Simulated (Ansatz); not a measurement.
# SnH$_{3}$, quartet in def2-SVPD: errors against UCCSDT(Q)

Geometry: that of the SnH3⁻, triplet, kept fixed. The doublet lies 3.1 eV lower here.

```xyz
4

Sn    0.0000   -0.0123    0.0000
H     0.0000   -0.1535   -1.9014
H     0.0000    1.7590    0.0000
H     0.0000   -0.1535    1.9014
```

Basis def2-SVPD with its core potentials; Ansatz 0.2.0. Correlated methods freeze the noble-gas cores and the filled d shells of p-block atoms, which leaves 7 electrons in 47 orbitals. Prefix R: restricted or restricted open-shell reference; prefix U: unrestricted. Active spaces: valence = (7e, 7o) chosen from the atoms' valence shells. No spin–orbit coupling is included; scalar relativity enters through the core potentials alone.

Full CI isn't at hand for all of this; UCCSDT(Q) serves as the reference, and is uncertain by the last step of the cluster series or more. The frozen core follows each run's orbitals, which can shift R against U totals by a few meV for light atoms and by up to 0.1 eV past Ca.

```
UHF ⟨S²⟩                          : 3.834
T1 diagnostic (RCCSD)             : 0.0508
largest doubles amplitude (RCCSD) : 0.076
T1 diagnostic (UCCSD)             : 0.0346
```

```tsv
level	E − E(UCCSDT(Q)) (kJ/mol)	wall time
UMP2	91.3	–
UCCSD	13.1	–
UCCSD(T)	4.0	11 s
UCCSDT	0.4	–
```

Run but not shown, since their state, orbitals or frozen core can't be matched to the reference's or they repeat it: RHF, UHF, RMP2, RCCSD, RCCSD(T), BCCD(T), RCCSDT, RCCSDT(Q), CASSCF (valence space), NEVPT2 (valence space), MRCISD (valence space), MRCISD+Q (valence space).

Times hold each run's SCF and search for its determinant on a shared host, so for small cases they say little of a method's own cost; they ran on 1 thread of Arm Neoverse V1. Some runs computed forces too.

Natural occupations of CASSCF (valence space) about the gap: 1.967 1.935 1.018 1.000 0.984 0.062 0.036; effectively unpaired electrons, Σ n²(2−n)², 3.04.
